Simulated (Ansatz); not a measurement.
The input, for Ansatz 0.2.0:

```yaml
crystal:
  periodic: [false, false, false]
  atoms:
    - {symbol: Ga, position_ang: [0.049172, -0.100512, 1.340910]}
    - {symbol: O, position_ang: [-0.086016, 1.154945, -0.112721]}
    - {symbol: Ga, position_ang: [-0.009737, -0.155034, -1.341967]}
    - {symbol: H, position_ang: [-1.362450, -0.655763, 1.862421]}
basis:
  gaussian: {orbitals: cc-pVDZ}
total_charge: 1
magnetization: {spin_polarized: false, initial_magnetization: 2}
hamiltonian: {xc: hf}
output: {orbitals: {seedname: orbitals}}
```

```sh
$ ansatz run in.yaml --threads 1 --pin off --events-out ev --progress --plain --max-ram 2393MiB
```

Log:

```
817 factors; integrals over basis functions are off by at most 6.3e-4 eV
mean field evaluation 1: about -106696.9942 eV, gradient 7.5e1 eV
mean field evaluation 2: about -106697.0075 eV, gradient 7.6e1 eV
mean field evaluation 4: about -106710.3173 eV, gradient 1.7e1 eV
mean field evaluation 8: about -106711.4489 eV, gradient 5.1e-1 eV
mean field evaluation 16: about -106708.0289 eV, gradient 1.5e1 eV
mean field evaluation 32: about -106709.7717 eV, gradient 3.1e-1 eV
mean field evaluation 64: about -106711.0078 eV, gradient 1.9e0 eV
mean field evaluation 96: about -106711.0363 eV, gradient 1.8e0 eV
mean field evaluation 128: about -106707.7669 eV, gradient 5.5e0 eV
mean field evaluation 160: about -106706.4389 eV, gradient 4.8e0 eV
mean field evaluation 192: about -106697.7666 eV, gradient 4.6e1 eV
mean field evaluation 224: about -106703.3727 eV, gradient 7.2e0 eV
mean field evaluation 256: about -106711.2751 eV, gradient 4.6e-1 eV
mean field -106711.45124097 eV, -3921.5735014859 hartree, gradient 1.9e-5 eV, S^2 2.000000; 1 other end points of the search recorded, 0 dependent functions left out
reference -106711.45124097 eV, -3921.5735014859 hartree; 36, 34 occupied and 37, 39 virtual orbitals, 817 factors
Total energy: -106711.45124097 eV, -3921.5735014859 hartree
```

Ran on 1 thread of Arm Neoverse V1, shared host: 9 s wall, 0.25 GiB peak host memory.
